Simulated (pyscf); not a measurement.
HO–Ti(OH)(OH)–OH (SMILES [OH][Ti]([OH])([OH])[OH]) + H₂C=CH–CH₃ (SMILES C=CC) -> H₃C–CH(CH₃)–O–Ti(OH)(OH)–OH (SMILES CC(C)[O][Ti]([OH])([OH])[OH]), an addition across a multiple bond or ene-type step (singlet surface; H–O broken, C–O, C–H formed). Structures and frequencies: ωB97X-D3(BJ)/def2-SVP in PySCF. Energies in kcal/mol from the separated reactants.

Small-basis levels: PySCF, no dispersion term, spherical d functions. AM1 to PM7: differences of heats of formation from MOPAC, which are fitted to 298 K values and so differ in kind from electronic energies by zero-point and thermal terms. GFN2-xTB: tblite. Cost: rough CPU time at the saddle relative to B3LYP/6-31G*+LANL2DZ, from one job on a shared machine.

```
level                    barrier  reaction energy        cost
-----------------------  -------  ---------------  ----------
HF/STO-3G                  100.6            -56.8        0.04
HF/6-31G*+LANL2DZ           53.8            -21.8         0.1
MP2/6-31G*+LANL2DZ          35.2            -29.5         0.2
PBE/6-31G*+LANL2DZ          30.9            -27.3           2
B3LYP/STO-3G                63.3            -51.0         0.5
M06-2X/6-31G*+LANL2DZ       37.1            -30.2           3
B3LYP/6-311+G**+LANL2DZ     42.3            -15.1           2
PBE/def2-SVP                33.2            -25.0           2
B3LYP/def2-SVP              41.3            -21.6           1
GFN2-xTB                    34.8            -44.2  under 0.02
PM6                         49.9            -17.5  under 0.02
PM7                         56.9            -16.7  under 0.02
ωB97M-D3(BJ)/def2-TZVP      41.4            -19.7           –
```

Against the last row the barrier runs from -10.4 (PBE/6-31G*+LANL2DZ) to +59.2 kcal/mol (HF/STO-3G). ωB97M-D3(BJ)/def2-TZVP has limits of its own. On the reactant side the descent ends in a complex (not fully relaxed), 6.3 kcal/mol under the separated species and 46.3 kcal/mol under the saddle at ωB97X-D3(BJ)/def2-TZVP. This is the saddle that the search found; another between the same sides may lie lower.
